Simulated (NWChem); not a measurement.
Program: NWChem. System: methyl formate (C$_{2}$H$_{4}$O$_{2}$), charge 0, spin multiplicity 1, at a geometry optimised with PBE/def2-SVP. Level: BLYP/def2-TZVP.

NWChem printed:

```
             Northwest Computational Chemistry Package (NWChem) 7.3.0
             --------------------------------------------------------

                                NWChem Input Module
                                -------------------

 Scaling coordinates for geometry "geometry" by  1.889725989
 (inverse scale =  0.529177249)

                             Geometry "geometry" -> ""
                             -------------------------

 Output coordinates in angstroms (scale by  1.889725989 to convert to a.u.)

  No.       Tag          Charge          X              Y              Z
 ---- ---------------- ---------- -------------- -------------- --------------
    1 C                    6.0000    -1.38810500    -0.30659400     0.10414800
    2 O                    8.0000    -0.06117400    -0.83512500     0.25932400
    3 C                    6.0000     0.93946000     0.02648400    -0.01426500
    4 O                    8.0000     0.80672900     1.17558500    -0.36981200
    5 H                    1.0000    -1.56645500     0.01012900    -0.94336800
    6 H                    1.0000    -2.07799700    -1.12305200     0.38125200
    7 H                    1.0000    -1.54312300     0.57132200     0.76321800
    8 H                    1.0000     1.91500500    -0.50141400     0.14350100

 Effective nuclear repulsion energy (a.u.)     121.4689026099

            Nuclear Dipole moment (a.u.)
            ----------------------------
        X                 Y               Z
 ---------------- ---------------- ----------------
     0.0000000000     0.0000094486    -0.0000056692


 Summary of "ao basis" -> "" (spherical)
 ------------------------------------------------------------------------------
       Tag                 Description            Shells   Functions and Types
 ---------------- ------------------------------  ------  ---------------------
 *                         def2-tzvp                  on all atoms

                                 NWChem DFT Module
                                 -----------------

 Summary of "ao basis" -> "ao basis" (spherical)
 ------------------------------------------------------------------------------
       Tag                 Description            Shells   Functions and Types
 ---------------- ------------------------------  ------  ---------------------
 C                         def2-tzvp                11       31   5s3p2d1f
 O                         def2-tzvp                11       31   5s3p2d1f
 H                         def2-tzvp                 4        6   3s1p

 Summary of "ao basis" -> "ao basis" (spherical)
 ------------------------------------------------------------------------------
       Tag                 Description            Shells   Functions and Types
 ---------------- ------------------------------  ------  ---------------------
 C                         def2-tzvp                11       31   5s3p2d1f
 O                         def2-tzvp                11       31   5s3p2d1f
 H                         def2-tzvp                 4        6   3s1p

            General Information
            -------------------
          SCF calculation type: DFT
          Wavefunction type:  closed shell.
          No. of atoms     :     8
          No. of electrons :    32
           Alpha electrons :    16
            Beta electrons :    16
          Charge           :     0
          Spin multiplicity:     1
          Use of symmetry is: off; symmetry adaption is: off
          Maximum number of iterations: 100
          AO basis - number of functions:   148
                     number of shells:    60
          Convergence on energy requested:  1.00D-06
          Convergence on density requested:  1.00D-05
          Convergence on gradient requested:  5.00D-04

              XC Information
              --------------
                    Becke 1988 Exchange Functional  1.000
              Lee-Yang-Parr Correlation Functional  1.000

             Grid Information
             ----------------
          Grid used for XC integration:  medium
          Radial quadrature: Mura-Knowles
          Angular quadrature: Lebedev.
          Tag              B.-S. Rad. Rad. Pts. Rad. Cut. Ang. Pts.
[...]
EAF file 0: "./mol.aoints.0" size=524288 bytes
------------------------------------------------------------
               write      read    awrite     aread      wait
               -----      ----    ------     -----      ----
     calls:        1         0         0         0         0
   data(b): 5.24e+05  0.00e+00  0.00e+00  0.00e+00
   time(s): 0.00e+00  0.00e+00  0.00e+00  0.00e+00  0.00e+00
rate(mb/s): 0.00e+00  0.00e+00
------------------------------------------------------------

   convergence    iter        energy       DeltaE   RMS-Dens  Diis-err    time
 ---------------- ----- ----------------- --------- --------- ---------  ------
 d= 0,ls=0.0,diis     1   -226.5618953013 -3.48D+02  4.89D+00  1.18D+01     4.3
 d= 0,ls=0.0,diis     2   -227.5161578380 -9.54D-01  1.82D-02  1.27D+01     5.2
 d= 0,ls=0.0,diis     3   -228.3335190081 -8.17D-01  1.25D-02  7.85D+00     6.2
 d= 0,ls=0.0,diis     4   -228.9232478185 -5.90D-01  4.99D-03  1.84D+00     7.2
 d= 0,ls=0.0,diis     5   -229.0584574458 -1.35D-01  2.05D-03  5.24D-01     8.1
  Resetting Diis
 d= 0,ls=0.0,diis     6   -229.1017987560 -4.33D-02  8.77D-04  5.40D-02     9.0
 d= 0,ls=0.0,diis     7   -229.1065441988 -4.75D-03  5.01D-04  4.16D-03    10.0
 d= 0,ls=0.0,diis     8   -229.1050153151  1.53D-03  3.35D-04  2.24D-02    10.9
 d= 0,ls=0.0,diis     9   -229.1068985110 -1.88D-03  7.66D-05  3.55D-04    11.9
 d= 0,ls=0.0,diis    10   -229.1069217235 -2.32D-05  2.66D-05  9.05D-05    12.8
 d= 0,ls=0.0,diis    11   -229.1069305412 -8.82D-06  5.41D-06  2.27D-06    13.8
 d= 0,ls=0.0,diis    12   -229.1069308188 -2.78D-07  8.98D-07  3.75D-08    14.8

         Total DFT energy =     -229.106930818765
      One electron energy =     -552.665317072408
           Coulomb energy =      231.528108015143
    Exchange-Corr. energy =      -29.438624371405
 Nuclear repulsion energy =      121.468902609905

 Numeric. integr. density =       31.999998916485

     Total iterative time =     14.3s

                       DFT Final Molecular Orbital Analysis
                       ------------------------------------

 Vector   14  Occ=2.000000D+00  E=-3.195315D-01
              MO Center= -3.7D-01, -4.2D-01,  1.4D-01, r^2= 2.4D+00
   Bfn.  Coefficient  Atom+Function         Bfn.  Coefficient  Atom+Function
  ----- ------------  ---------------      ----- ------------  ---------------
    38      0.298548  2 O  py                41      0.237369  2 O  py
     7     -0.203603  1 C  py                44      0.163400  2 O  py
   100      0.162514  4 O  py                69     -0.141061  3 C  py
    36     -0.139916  2 O  s                132      0.139442  6 H  s
    10     -0.136784  1 C  py                35     -0.131313  2 O  s

 Vector   15  Occ=2.000000D+00  E=-2.731652D-01
              MO Center= -3.2D-02, -3.2D-02,  6.7D-03, r^2= 2.2D+00
   Bfn.  Coefficient  Atom+Function         Bfn.  Coefficient  Atom+Function
  ----- ------------  ---------------      ----- ------------  ---------------
    39      0.352332  2 O  pz                42      0.284648  2 O  pz
   101     -0.262458  4 O  pz                45      0.220124  2 O  pz
   104     -0.206332  4 O  pz               107     -0.155858  4 O  pz
     8     -0.114308  1 C  pz               126      0.114428  5 H  s
   138     -0.111934  7 H  s                 38      0.109869  2 O  py

 Vector   16  Occ=2.000000D+00  E=-2.428535D-01
              MO Center=  8.0D-01,  7.5D-01, -2.4D-01, r^2= 1.6D+00
   Bfn.  Coefficient  Atom+Function         Bfn.  Coefficient  Atom+Function
  ----- ------------  ---------------      ----- ------------  ---------------
    99      0.439184  4 O  px               102      0.348728  4 O  px
   105      0.256525  4 O  px               145     -0.153160  8 H  s
    38      0.149580  2 O  py               144     -0.137165  8 H  s
    41      0.126183  2 O  py                36      0.124206  2 O  s
    44      0.111141  2 O  py               143     -0.084651  8 H  s

 Vector   17  Occ=0.000000D+00  E=-4.344670D-02
              MO Center=  8.1D-01,  2.0D-01, -6.8D-02, r^2= 1.8D+00
   Bfn.  Coefficient  Atom+Function         Bfn.  Coefficient  Atom+Function
  ----- ------------  ---------------      ----- ------------  ---------------
    76      0.451217  3 C  pz                70      0.372354  3 C  pz
    73      0.373963  3 C  pz               107     -0.346725  4 O  pz
   101     -0.292524  4 O  pz               104     -0.224841  4 O  pz
    45     -0.203154  2 O  pz                39     -0.195197  2 O  pz
    42     -0.157356  2 O  pz               127     -0.146854  5 H  s

 Vector   18  Occ=0.000000D+00  E= 2.509861D-02
              MO Center= -1.5D+00, -4.2D-02,  1.3D-02, r^2= 5.4D+00
   Bfn.  Coefficient  Atom+Function         Bfn.  Coefficient  Atom+Function
  ----- ------------  ---------------      ----- ------------  ---------------
     5      3.632537  1 C  s                127     -1.770804  5 H  s
   139     -1.748624  7 H  s                133     -1.198605  6 H  s
    67     -1.157148  3 C  s                 13      0.546289  1 C  py
    98      0.502866  4 O  s                  3      0.253466  1 C  s
    74      0.238464  3 C  px               145      0.222602  8 H  s

 Vector   19  Occ=0.000000D+00  E= 4.229630D-02
              MO Center= -5.4D-02, -4.6D-01,  1.4D-01, r^2= 6.4D+00
   Bfn.  Coefficient  Atom+Function         Bfn.  Coefficient  Atom+Function
  ----- ------------  ---------------      ----- ------------  ---------------
   145      1.721959  8 H  s                 36      1.283905  2 O  s
    67     -1.122502  3 C  s                  5     -1.021467  1 C  s
    12     -0.896976  1 C  px                74     -0.513524  3 C  px
    75      0.435108  3 C  py                13      0.361822  1 C  py
   133      0.357788  6 H  s                  4     -0.307363  1 C  s

------------------------------------------------------------
EAF file 0: "./mol.aoints.0" size=524288 bytes
------------------------------------------------------------
               write      read    awrite     aread      wait
               -----      ----    ------     -----      ----
     calls:        1        11         0         0         0
   data(b): 5.24e+05  5.77e+06  0.00e+00  0.00e+00
   time(s): 0.00e+00  0.00e+00  0.00e+00  0.00e+00  0.00e+00
rate(mb/s): 0.00e+00  0.00e+00
------------------------------------------------------------

 center of mass
 --------------
 x =   0.10210902 y =   0.03252744 z =  -0.01074719

 moments of inertia (a.u.)
 ------------------
         147.404774612732         -77.905846838838          25.432966781304
         -77.905846838838         221.309478443181          38.830819314438
          25.432966781304          38.830819314438         332.682268464516

     Multipole analysis of the density
     ---------------------------------

     L   x y z        total         alpha         beta         nuclear
     -   - - -        -----         -----         ----         -------
     0   0 0 0     -0.000000    -16.000000    -16.000000     32.000000

     1   1 0 0     -0.425499     -0.212750     -0.212750      0.000000
     1   0 1 0     -0.584135     -0.292072     -0.292072      0.000009
     1   0 0 1      0.184285      0.092146      0.092146     -0.000006

     2   2 0 0    -15.036937    -69.857254    -69.857254    124.677570
     2   1 1 0     -1.232886    -20.568917    -20.568917     39.904948
     2   1 0 1      0.365296      6.751380      6.751380    -13.137464
     2   0 2 0    -20.813646    -44.408447    -44.408447     68.003248
     2   0 1 1      1.058694     10.310478     10.310478    -19.562262
     2   0 0 2    -17.754872    -14.835348    -14.835348     11.915824

 Task  times  cpu:       14.8s     wall:       14.8s

 Total times  cpu:       14.8s     wall:       14.8s
```

**Question.** Write an NWChem input that would produce this output.

**Answer.** Several could match; the one computed here: 
```
start mol
memory heap 200 mb stack 900 mb global 1100 mb
geometry units angstroms nocenter noautoz noautosym
  C     -1.388105    -0.306594     0.104148
  O     -0.061174    -0.835125     0.259324
  C      0.939460     0.026484    -0.014265
  O      0.806729     1.175585    -0.369812
  H     -1.566455     0.010129    -0.943368
  H     -2.077997    -1.123052     0.381252
  H     -1.543123     0.571322     0.763218
  H      1.915005    -0.501414     0.143501
end
basis spherical
  * library def2-tzvp
end
dft
  xc becke88 lyp
  semidirect memsize 60000000 filesize 0
  iterations 100
end
task dft energy
```
